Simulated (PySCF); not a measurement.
# Functional benchmark on one molecule

Molecule: `C(=C)SC`, C₃H₆S.

Molfile (atoms numbered from 1):
```
C3H6S
     RDKit          3D

 10  9  0  0  0  0  0  0  0  0999 V2000
    2.0797   -0.5790   -0.0850 C   0  0  0  0  0  0  0  0  0  0  0  0
    0.8283   -0.1193   -0.1810 C   0  0  0  0  0  0  0  0  0  0  0  0
   -0.4566   -0.4922    0.9499 S   0  0  0  0  0  0  0  0  0  0  0  0
   -1.8290    0.4130    0.2061 C   0  0  0  0  0  0  0  0  0  0  0  0
    2.8268   -0.2985   -0.8303 H   0  0  0  0  0  0  0  0  0  0  0  0
    2.3966   -1.2395    0.7269 H   0  0  0  0  0  0  0  0  0  0  0  0
    0.5401    0.5411   -1.0071 H   0  0  0  0  0  0  0  0  0  0  0  0
   -1.6252    1.4929    0.1685 H   0  0  0  0  0  0  0  0  0  0  0  0
   -2.0606    0.0373   -0.8010 H   0  0  0  0  0  0  0  0  0  0  0  0
   -2.7008    0.2434    0.8526 H   0  0  0  0  0  0  0  0  0  0  0  0
  1  2  2  0
  2  3  1  0
  3  4  1  0
  1  5  1  0
  1  6  1  0
  2  7  1  0
  4  8  1  0
  4  9  1  0
  4 10  1  0
M  END
```

Geometry PBE0-D3(BJ)/def2-SVP throughout; GIAO in PySCF 2.14, gas phase, one conformer, non-relativistic; equivalent atoms averaged; basis pcSseg-2.

Reference values (measured; solution, not stated per compound (mostly CDCl3 or CCl4); Pretsch, Buehlmann, Badertscher, Structure Determination of Organic Compounds, 4th ed. (2009)): δ(H7) = 6.43 ppm, δ(H5) = 5.18 ppm, δ(H6) = 4.95 ppm. Computed shifts are taken against TMS, calculated as an isolated molecule at each level.

Q: How do the functionals HF, LDA, PBE, BLYP, BP86, OPBE, KT2, KT3, B97-D, B3LYP, PBE0, mPW1PW91, WP04, B97-2, BHandHLYP, CAM-B3LYP, wB97X-D, LC-wPBE perform against the reference? Times are CPU seconds on shared hosts with different chips, so compare them loosely.

A: 
```tsv
functional	kind	H7	H5	H6	mean abs. error H	core-s
HF	Hartree–Fock	6.34	5.33	5.38	0.22	7.5
LDA	LDA	6.66	5.23	5.30	0.21	17
PBE	GGA	6.53	5.17	5.20	0.12	21
BLYP	GGA	6.47	5.09	5.14	0.11	21
BP86	GGA	6.51	5.15	5.18	0.11	20
OPBE	GGA	6.54	5.24	5.20	0.14	21
KT2	GGA	6.37	5.02	5.10	0.12	22
KT3	GGA	6.34	5.03	5.06	0.12	21
B97-D	GGA	6.45	5.10	5.13	0.09	22
B3LYP	global hybrid	6.46	5.17	5.22	0.10	14
PBE0	global hybrid	6.51	5.26	5.29	0.17	15
mPW1PW91	global hybrid	6.49	5.25	5.26	0.15	15
WP04	global hybrid	6.16	5.00	4.96	0.15	26
B97-2	global hybrid	6.45	5.21	5.22	0.11	26
BHandHLYP	global hybrid	6.42	5.25	5.29	0.14	28
CAM-B3LYP	range-separated hybrid	6.48	5.26	5.32	0.17	33
wB97X-D	range-separated hybrid	6.47	5.28	5.33	0.17	30
LC-wPBE	range-separated hybrid	6.51	5.41	5.43	0.26	39
```

For ¹H the closest is B97-D (0.09 ppm, with B3LYP, BLYP, B97-2, BP86, KT3, PBE, KT2 practically level) and the furthest LC-wPBE (0.26 ppm). One molecule is a small sample, and vibrational and solvent effects are absent from the calculation.
